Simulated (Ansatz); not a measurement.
```yaml
crystal:
  periodic: [false, false, false]
  atoms:
    - {symbol: As, position_ang: [0.000000, 0.000000, 0.000000]}
    - {symbol: As, position_ang: [0.000000, 0.000000, 2.213400]}
basis:
  gaussian: {orbitals: def2-TZVP}
total_charge: 1
magnetization: {spin_polarized: true, initial_magnetization: 3}
hamiltonian: {xc: pbe0}
relax: {f_tol: 0.004, max_steps: 80}
```

```sh
$ ansatz run in.yaml --threads 1 --pin off --events-out ev --progress --plain --max-ram 2176MiB
```

Steps of the relaxation (energy above the last step; positions in Å, forces in eV/Å):

```
2
step 1, 387.1 meV
As    0.000    0.000    0.000    0.000    0.000   -3.972
As    0.000    0.000    2.213    0.000    0.000    3.972
```

```
2
step 2, 0.4 meV
As    0.000    0.000   -0.116    0.000    0.000    0.093
As    0.000    0.000    2.330    0.000    0.000   -0.093
```

```
2
step 3, 0.0 meV
As    0.000    0.000   -0.111    0.000    0.000   -0.033
As    0.000    0.000    2.324    0.000    0.000    0.033
```

```
2
step 4, 0.0 meV
As    0.000    0.000   -0.112    0.000    0.000    0.000
As    0.000    0.000    2.326    0.000    0.000    0.000
```

Close pairs at the end: As1–As2 2.438 Å.

A stationary point of unrestricted PBE0 after 4 steps, with ⟨S²⟩ = 3.758 against 3.75 for a pure state. 34 s on 1 thread of Intel Xeon Platinum 8259CL, shared host.
